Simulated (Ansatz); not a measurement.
Results of the Gaussian-basis code of Ansatz.

Basis-set series for C2H6B (`[BH]CC`) radical. The species carries charge 0 and has multiplicity 2. The geometry is a stationary point of PBE0-D4/def2-TZVP.

```tsv
functional	basis	functions	energy (Eh)	HOMO (eV)	LUMO (eV)
PBE0-D4	def2-SVP	72	-104.36569	-5.39	-1.45
PBE0-D4	def2-QZVPP	351	-104.48527	-5.44	-1.54
ωB97M-V	def2-SVP	72	-104.41944	-7.24	0.71
ωB97M-V	def2-QZVPP	351	-104.54749	-7.34	0.36
```

Q: Give the rows for def2-TZVPP. (Best estimate.)

A: The calculation gave: 
```csv
functional,basis,functions,energy (Eh),HOMO (eV),LUMO (eV)
PBE0-D4,def2-TZVPP,177,-104.47892,-5.44,-1.52
ωB97M-V,def2-TZVPP,177,-104.54120,-7.33,0.48
```

HOMO and LUMO are taken over both spins. Positive LUMOs are unbound and depend on the basis.
